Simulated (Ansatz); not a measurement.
# What a trial cell of CdRu2 relaxes into

Method: DFT r2SCAN, scalar-relativistic, plane waves, PAW (Ansatz).

The start puts CdRu2 on the cubic Laves (C15) structure type (Fd-3m, No. 227), with Cd in place of Mg, Ru in place of Cu, at a guessed volume.

The final relaxation ran on this input, with the default PAW datasets:

```yaml
crystal:
  lattice:
    - [0.0, 3.6410892597, 3.6410892597]
    - [3.6410892597, 0.0, 3.6410892597]
    - [3.6410892597, 3.6410892597, 0.0]
  atoms:
    - { symbol: Cd, position: [0.5, 0.5, 0.5] }
    - { symbol: Cd, position: [0.75, 0.75, 0.75] }
    - { symbol: Ru, position: [0.125, 0.125, 0.125] }
    - { symbol: Ru, position: [0.625, 0.125, 0.125] }
    - { symbol: Ru, position: [0.125, 0.125, 0.625] }
    - { symbol: Ru, position: [0.125, 0.625, 0.125] }
basis:
  ecutwfc: 500
kpoints:
  mp_grid: { grid: [8, 8, 8] }
hamiltonian:
  xc: r2scan
scf:
  occupations: { method: gaussian, width: 0.1 }
output:
  forces: true
  stress: true
  eigenvalues: true
relax:
  adjacent_minimum: "off"
  f_tol: 0.01
  max_steps: 80
  cell: { stress_tol: 0.05 }
```

It can be run as:

```bash
ansatz run input.yaml --threads 1 --pin off --backend cpu --events-out ev --progress --plain --runs-dir out  # memory cap (--max-ram) not shown
```

End of the output:

```
SCF converged after 4 iterations
Free energy (F): -40096.249514 eV
Harris-Foulkes:  -40096.249514 eV  (|F-HF|=1.46e-11)
Internal energy: -40096.185583 eV  (E = F + TS)
E sigma→0 (E₀):  -40096.217548 eV
Entropy (-TS):   -0.063930 eV (-10.655 meV/atom)
Fermi energy:    19.339290 eV
--- Per-component energies (eV) ---
  E_band       = -1131.842638
  E_kinetic    = 3072.539947
  E_local      = -10899.855379  (includes V_loc(G=0)·N_el)
  E_nonlocal   = 1448.097667
  E_hartree    = 4366.832704
  E_xc         = -1072.669057
  E_vxc        = -1557.969174  (∫ρ·V_xc dr)
  E_paw        = -22129.487522  (= ΣΔE_a)
  E_vpaw       = -2038.180875  (= ΣTr[D̂ρ^β])
  E_aug_tail   = 0.000350  (compensation charges beyond the density's cutoff)
  E_vtau       = 109.858982  (kinetic-family band-sum trace: ∫τ·v_τ [+ j·A + Jᵃ·Aᵃ] dr)
  E_ewald      = -14879.270929
  E_core_change = -2.373364  (= ΣΔE_core)
  E_smearing   = -0.063930  (= −TS)
  E_closure    =  0.000000  (closes the sum)
  Σ components = -40096.249514   (vs F -40096.249514, Δ=0.00e0)
--- Forces (eV/Å), atoms counted from 1 ---
  atom   1  Cd     0.00000000     0.00000000     0.00000000
  atom   2  Cd     0.00000000     0.00000000     0.00000000
  atom   3  Ru     0.00000000     0.00000000     0.00000000
  atom   4  Ru     0.00000000     0.00000000     0.00000000
  atom   5  Ru     0.00000000     0.00000000     0.00000000
  atom   6  Ru     0.00000000     0.00000000     0.00000000
  max |Σ_I F_I| component: 9.25e-18 eV/Å
--- Stress (GPa, compression-positive) ---
       -0.001122       0.000000       0.000000
        0.000000      -0.001122       0.000000
        0.000000       0.000000      -0.001122
  P = ⅓ Tr σ = -0.0011 GPa (-0.011 kbar)
--- Relaxed structure (3 steps of the walk, 2 accepted, 1 SCFs on fresh bases) ---
  F+E_penalty+E_count = -40096.24951353 eV   max|allowed force component| = 2.294e-17 eV/Å   (the final SCF, on the basis selected at the relaxed cell)
  cell:  # Å, volume = 96.8097 Å³
    - [0.000000, 3.644430, 3.644430]
    - [3.644430, 0.000000, 3.644430]
    - [3.644430, 3.644430, 0.000000]
  atoms:
    - { symbol: Cd, position: [0.5, 0.5, 0.5] }
    - { symbol: Cd, position: [0.750000, 0.750000, 0.750000] }
    - { symbol: Ru, position: [0.125, 0.125, 0.125] }
    - { symbol: Ru, position: [0.625, 0.125, 0.125] }
    - { symbol: Ru, position: [0.125, 0.125, 0.625] }
    - { symbol: Ru, position: [0.125, 0.625, 0.125] }
```

Total energies depend on the potentials used, so only differences within one code and one set of settings carry meaning.

The result has space group Fd-3m (No. 227). Cd is coordinated by 12 Ru at 3.02 Å and 4 Cd at 3.16 Å; around Ru lie 6 Ru at 2.58 Å and 6 Cd at 3.02 Å.

Against the elements it lies at 0.50 eV/atom. Formation energies are uncorrected and refer to the elements' standard structures at the same level.

For metals, differences of a few meV/atom aren't resolved.

A structure relaxed within its symmetry needn't be a true minimum.